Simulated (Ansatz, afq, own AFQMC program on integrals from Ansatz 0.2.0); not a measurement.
**Atomization energy of SiH3O, doublet**

```xyz
5

Si    0.0041    0.0000    0.5327
O    -0.0220    0.0000   -1.1244
H     1.4763   -0.0001    0.7831
H    -0.6202    1.2180    1.1100
H    -0.6204   -1.2179    1.1100
```

Connectivity, by distances: SiH3–O.

Atoms in their ground-state spins without spin–orbit coupling (mostly on UHF) minus the molecule (UHF), without zero-point energy. The geometry is a stationary point, not shown to be a minimum.

Basis cc-pVDZ. Only valence electrons are correlated. Ansatz 0.2.0 and our own AFQMC program on the same integrals; the CISD trial comes from CCSD amplitudes, and released means the phaseless constraint is let go. Uncertainties: one standard error, sampling alone. The errors of all members are added in quadrature.

No full CI on the walks' own integrals is used here; CCSDT(Q) serves as the reference and is uncertain by about the last step of the cluster series. Each member takes its own surest rung, up to full CI.

The best estimate is CCSD(T) at the basis-set limit (CBS: def2-TZVPP and def2-QZVPP, with their diffuse functions for anions and beside diffuse sets, CCSD(T) itself extrapolated) plus the step from CCSD(T) to CCSDT(Q) in cc-pVDZ. Rows without CBS are in cc-pVDZ, the functionals in def2-TZVP; B2PLYP and the wave-function rows carry a basis error of their own. Core correlation and relativity beyond core potentials are missing, and ± holds the sampling alone.

Best estimate: 337.6 kcal/mol.

```tsv
level	atomization energy (kcal/mol)	error against the best estimate (kcal/mol)
HF	233.6	-104.0
MP2	294.2	-43.4
CCSD	295.6	-42.0
CCSD(T)	297.7	-39.9
CCSDT	298.0	-39.6
CCSDT(Q)	298.2	-39.4
ph-AFQMC/CISD	298.1 ± 0.07	-39.5 ± 0.07
released AFQMC	298.1 ± 0.1	-39.5 ± 0.1
HF/CBS	252.3	-85.3
MP2/CBS	333.9	-3.7
CCSD(T)/CBS	337.1	-0.5
PBE	335.6	-2.1
r2SCAN	339.1	1.4
PBE0	329.6	-8.0
B3LYP	336.8	-0.8
wB97M-V	337.6	0.0
B2PLYP	331.3	-6.3
```

Correlation beyond CCSD(T) adds 0.5 kcal/mol. Going to the basis-set limit adds 39.4 kcal/mol at CCSD(T). The perturbative (T) step is worth +2.1 kcal/mol. The functionals spread over 9.4 kcal/mol; wB97M-V and B3LYP come nearest and PBE0 is 8.0 kcal/mol too low.

Best estimates are given only where the step beyond CCSD(T) is under 0.3 eV and no member's determinant is very poor (T1 over 0.05, or 0.07 for open shells, ⟨S²⟩ too high by 0.3, two states mixed), so the hardest cases are missing from such tables.

The functionals ran in a triple-zeta set and keep a basis error of their own, a few kJ/mol for each bond in atomization energies and more for double hybrids, so close places among them and the extrapolated levels can swap.

CCSDT and higher add their correlation energy to the determinant of the CCSD(T) run, since their own runs factorise the integrals more tightly (a shift of under 2 meV). Each member of a difference takes its own highest rung, so a best estimate needn't equal the limit plus the step of one row. A walk keeps the symmetry of its determinant, which the program's search chose and which needn't be the lowest solution, so a lower state of the same spin and another symmetry isn't excluded. Released energies are given only where the last usable release times agree within the noise; a slower fall can still hide under it.
